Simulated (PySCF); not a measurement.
Compound: C₅H₇N.
SMILES with atom numbers: `[H]/[N:6]=[CH:5]/[C:3]([CH:2]=[CH2:1])=[CH2:4]` (hydrogens: H7, H8 on C1; H9 on C2; H10, H11 on C4; H12 on C5; H13 on N6)

Geometry (PBE0-D3(BJ)/def2-SVP, Å), atoms numbered from 1 in this order:
```xyz
13
C5H7N angstrom
C      2.0368    0.6434   -0.9284
C      1.2076   -0.3496   -0.5793
C     -0.1565   -0.2405   -0.0538
C     -0.8672   -1.3438    0.2470
C     -0.7675    1.0970    0.1505
N     -1.9469    1.2374    0.6014
H      3.0362    0.4228   -1.3100
H      1.7694    1.7000   -0.8539
H      1.5662   -1.3792   -0.6906
H     -1.8825   -1.2458    0.6376
H     -0.4476   -2.3432    0.1084
H     -0.1299    1.9585   -0.1144
H     -2.1856    2.2292    0.6709
```

All values: wB97X-D/def2-SVPD (PySCF, non-relativistic), on one gas-phase PBE0-D3(BJ)/def2-SVP geometry that isn't relaxed in the solvent. The solvent is an IEF-PCM continuum (cavity from Bondi-type radii × 1.2). The model holds no explicit solvent molecules, cavitation or dispersion.

Gas phase at wB97X-D/def2-SVPD: HOMO -8.66 eV, LUMO 0.10 eV, dipole 1.60 D.

Question: What does the continuum do to the energy, the frontier levels and the dipole at wB97X-D/def2-SVPD in benzene and water?

Answer: 
```
solvent      ε  E(solvent) − E(gas) (kcal/mol)  polarisation term (kcal/mol)  distortion of the solute (kcal/mol)  HOMO (eV)  LUMO (eV)  dipole (D)
benzene  2.271                           -2.36                         -2.54                                 0.18      -8.63       0.11        1.89
  water  78.36                           -5.76                         -6.94                                 1.18      -8.66       0.07        2.41
```

Polarisation term: ½ Σ q·V over the induced surface charges. Distortion: the rise of the solute's own energy as its density leaves the gas-phase optimum. From benzene to water the lowering changes by a factor 2.44, Onsager's factor (ε − 1)/(2ε + 1) by 2.14 and ε itself by 34.5.

Question: Which radius a makes the point-dipole formula ΔE = −[(ε − 1)/(2ε + 1)]·μ²/a³ give the value in water, with the gas-phase dipole?

Answer: μ = 0.630 au and |ΔE| = 0.00917 Eh give a = 1.46 Å; the farthest nucleus lies 3.17 Å from the centroid of the nuclei, so such a sphere wouldn't even hold the nuclei. The formula assumes a rigid point dipole at the centre of a sphere.

Question: Give the dipole vector in the frame of the coordinates (D, pointing from negative to positive charge), gas and water.

Answer: Gas (1.37, 0.61, -0.54), solvent (2.06, 0.94, -0.81). Its length changes by +50 % and its direction by less than 1°.

Question: How does the static polarisability (wB97X-D/def2-SVPD, frozen core, with the continuum's full static response) change?

Answer: 
| medium | isotropic (au) | principal values (au) | ⟨r²⟩ of the electrons (bohr²) |
| --- | --- | --- | --- |
| gas | 72.7 | 44.1, 76.0, 97.9 | 639.4 |
| benzene | 84.3 | 50.0, 86.8, 116.2 | 639.2 |
| water | 102.4 | 61.9, 101.6, 143.8 | 638.8 |

The isotropic value in water is 1.41 times the gas-phase one; no cavity-field correction is applied. ⟨r²⟩ is taken about the centre of nuclear charge.

Hardware: one thread of an Arm Neoverse V2, shared host. Cost: 18 s wall. This is the whole response run at wB97X-D/def2-SVPD in water, SCF included.

Note: wB97X-D ran without an empirical dispersion term, which enters the total energy and its gradient alone.
